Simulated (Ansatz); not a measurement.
A run of Ansatz (development build ahead of 0.2.0) on singlet C₃H₄ at this shape:

```xyz
7

C     0.0041   -0.0461   -0.8360
C     0.0048    0.6182    0.5376
C    -0.0233   -0.6352    0.5402
H     0.9177   -0.0452   -1.4851
H    -0.9363    0.0011   -1.5106
H    -0.0119    1.5460    1.0202
H     0.0123   -1.5700    0.9971
```

Its results:

- Converged: yes
- Total energy: -115.86035 hartree
- Spin squared of the determinant: 0.000
- Stability test: minimum among restricted orbitals

Forces (eV/Å):
| atom | Fx | Fy | Fz |
| --- | --- | --- | --- |
| C1 | -0.821 | 0.787 | -1.273 |
| C2 | -0.149 | 0.507 | -1.436 |
| C3 | 0.255 | -0.858 | -1.248 |
| H4 | -0.831 | -0.072 | 1.081 |
| H5 | 1.587 | -0.217 | 1.570 |
| H6 | 0.083 | 0.670 | 0.510 |
| H7 | -0.123 | -0.818 | 0.797 |

Which input gives this output? Name the method, the orbitals and the basis set, and write the input.

RHF in def2-TZVP. An unrestricted run that stays on the closed shell gives the same numbers.

```yaml
crystal:
  periodic: [false, false, false]
  atoms:
    - { symbol: C, position_ang: [0.00407, -0.04605, -0.836] }
    - { symbol: C, position_ang: [0.0048, 0.61825, 0.53756] }
    - { symbol: C, position_ang: [-0.02335, -0.63525, 0.54015] }
    - { symbol: H, position_ang: [0.91773, -0.04525, -1.48507] }
    - { symbol: H, position_ang: [-0.93627, 0.00113, -1.51063] }
    - { symbol: H, position_ang: [-0.01188, 1.54597, 1.02024] }
    - { symbol: H, position_ang: [0.01235, -1.57004, 0.9971] }
basis:
  gaussian: { orbitals: def2-TZVP }
hamiltonian:
  xc: hf
output:
  forces: true
```
